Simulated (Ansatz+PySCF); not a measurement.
Values are calculated unless marked as measured or tabulated.
This Ansatz input gave a total energy of -196.08952 hartree.

```yaml
crystal:
  periodic: [false, false, false]
  atoms:
    - { symbol: C, position_ang: [0.0, 0.0, 0.0] }
    - { symbol: C, position_ang: [0.81327, 0.81327, 0.81327] }
    - { symbol: C, position_ang: [0.81327, -0.81327, -0.81327] }
    - { symbol: C, position_ang: [-0.81327, 0.81327, -0.81327] }
    - { symbol: C, position_ang: [-0.81327, -0.81327, 0.81327] }
    - { symbol: H, position_ang: [0.25319, 1.41094, 1.41094] }
    - { symbol: H, position_ang: [1.41094, 0.25319, 1.41094] }
    - { symbol: H, position_ang: [1.41094, 1.41094, 0.25319] }
    - { symbol: H, position_ang: [0.25319, -1.41094, -1.41094] }
    - { symbol: H, position_ang: [1.41094, -0.25319, -1.41094] }
    - { symbol: H, position_ang: [1.41094, -1.41094, -0.25319] }
    - { symbol: H, position_ang: [-1.41094, 0.25319, -1.41094] }
    - { symbol: H, position_ang: [-1.41094, 1.41094, -0.25319] }
    - { symbol: H, position_ang: [-0.25319, 1.41094, -1.41094] }
    - { symbol: H, position_ang: [-1.41094, -1.41094, 0.25319] }
    - { symbol: H, position_ang: [-0.25319, -1.41094, 1.41094] }
    - { symbol: H, position_ang: [-1.41094, -0.25319, 1.41094] }
basis:
  gaussian: { orbitals: def2-SVP }
hamiltonian:
  xc: hf
scf:
  omitted_lower_state_checks: [starts, atomic_configurations, cluster_reference, orbital_swaps, given_window_search, neighbouring_geometries, increment]
```

(1) Write an input for PySCF with the same method and basis set.

Results:

(1)

```python
from pyscf import gto, scf

mol = gto.M(atom="""
C 0.000000 0.000000 0.000000
C 0.813270 0.813270 0.813270
C 0.813270 -0.813270 -0.813270
C -0.813270 0.813270 -0.813270
C -0.813270 -0.813270 0.813270
H 0.253190 1.410940 1.410940
H 1.410940 0.253190 1.410940
H 1.410940 1.410940 0.253190
H 0.253190 -1.410940 -1.410940
H 1.410940 -0.253190 -1.410940
H 1.410940 -1.410940 -0.253190
H -1.410940 0.253190 -1.410940
H -1.410940 1.410940 -0.253190
H -0.253190 1.410940 -1.410940
H -1.410940 -1.410940 0.253190
H -0.253190 -1.410940 1.410940
H -1.410940 -0.253190 1.410940
""", basis='def2-svp', charge=0, spin=0)
mf = scf.RHF(mol)
mf.init_guess = 'minao'
mf.kernel()
while True:  # follow internal instabilities
    mo, _, stable, _ = mf.stability(return_status=True)
    if stable: break
    mf.kernel(mf.make_rdm1(mo, mf.mo_occ))
print(mf.converged, mf.e_tot, mf.spin_square()[0])
```

PySCF 2.14.0 gave -196.08953 hartree, 0.22 meV from the first.
